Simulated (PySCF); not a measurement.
Species: C₃H₆N (doublet state).
Z-matrix (Å and degrees, GFN2-xTB geometry), rows numbered from 1:
```
C 
C   1  1.3209
C   2  1.4986  1  124.07
N   3  1.3938  2  118.43  1  -138.30
H   1  1.0778  2  121.67  3    -1.25
H   1  1.0768  2  122.05  3   178.75
H   2  1.0834  1  120.67  3  -178.48
H   3  1.1109  2  108.11  1   100.85
H   3  1.1020  2  111.50  1   -12.15
H   4  1.0181  3  112.15  2   -11.81
```

The hyperfine couplings belong to this conformer and change with its torsions.

As a line formula: `C=CC[NH]` [radical].

Computed, not measured: UKS B3LYP, pcH-1 on C H N, non-relativistic, mean-field spin-orbit, GIAO (PySCF). The structure is a single GFN2-xTB conformer in the gas phase; no vibrational or solvent corrections. A GFN2-xTB geometry isn't a minimum of the functional, and hyperfine couplings can be far from their values at a DFT geometry. No stability test was run, so a lower SCF solution isn't excluded.

Principal values of hyperfine tensors in MHz (contact and dipolar terms together), for some of the nuclei:

| atom | isotope | A1 | A2 | A3 |
| --- | --- | --- | --- | --- |
| H8 | 1H | 212.00 | 216.44 | 231.15 |
| H10 | 1H | -112.44 | -68.74 | 1.90 |
| C3 | 13C | -42.63 | -36.05 | -33.57 |
| N4 | 14N | -12.54 | -11.66 | 118.14 |
| H6 | 1H | 1.82 | 1.93 | 4.29 |
| H5 | 1H | 0.06 | 0.58 | 4.60 |
| H7 | 1H | -4.57 | -4.48 | 4.65 |
| C2 | 13C | -0.40 | 0.48 | 3.68 |

(1) Split each tensor into its isotropic and traceless parts, and turn a_iso into mT with g = 2.0044.

(2) What spin density at the nucleus of H10 lies behind its contact coupling (g_N = 5.58569)?

(3) H9 (1H, g_N = 5.58569) isn't in the table. Its spin density at the nucleus is 0.0257 bohr⁻³. What is its contact coupling?

(4) Name the largest traceless tensor T of the table and describe it.

(5) In a single crystal, with the field along each principal axis of the tensor of H8 in turn, what first-order splitting does this nucleus give (isotropic g, quadrupole terms neglected)?

Results:

(1) a_iso = (A1 + A2 + A3)/3, Ti = Ai − a_iso; 1 mT corresponds to 28.054 MHz.

| atom | a_iso (MHz) | a_iso (mT) | T1 | T2 | T3 |
| --- | --- | --- | --- | --- | --- |
| H8 | 219.87 | 7.837 | -7.86 | -3.42 | 11.29 |
| H10 | -59.76 | -2.130 | -52.68 | -8.98 | 61.66 |
| C3 | -37.42 | -1.334 | -5.21 | 1.37 | 3.84 |
| N4 | 31.31 | 1.116 | -43.85 | -42.97 | 86.83 |
| H6 | 2.68 | 0.096 | -0.86 | -0.75 | 1.61 |
| H5 | 1.74 | 0.062 | -1.69 | -1.17 | 2.85 |
| H7 | -1.47 | -0.052 | -3.11 | -3.01 | 6.12 |
| C2 | 1.25 | 0.045 | -1.65 | -0.78 | 2.43 |

(2) a_FC = (2μ0/3) gₑ μB g_N μN ρ(0)/(2S·h) = 800.24 MHz × g_N × ρ(0)/(2S), with ρ in bohr⁻³. With a_FC = -59.76 MHz and 2S = 1, ρ(0) = -0.01337 bohr⁻³. In magnitude that is 4.2 % of the 1/π = 0.318 of a free hydrogen atom.

(3) By the same relation, a_FC = 114.9 MHz. Its full tensor has the principal values 108.00, 110.47, 126.11 MHz.

(4) N4: -43.9, -43.0, 86.8 MHz, axial, in the ratio −1:−1:+2, the form that spin in one p orbital centred on that nucleus gives.

(5) 2 lines (I = 1/2), spaced by |A_i|/(g × 13.996): 7.56, 7.72, 8.24 mT along the axes of A1, A2 and A3.
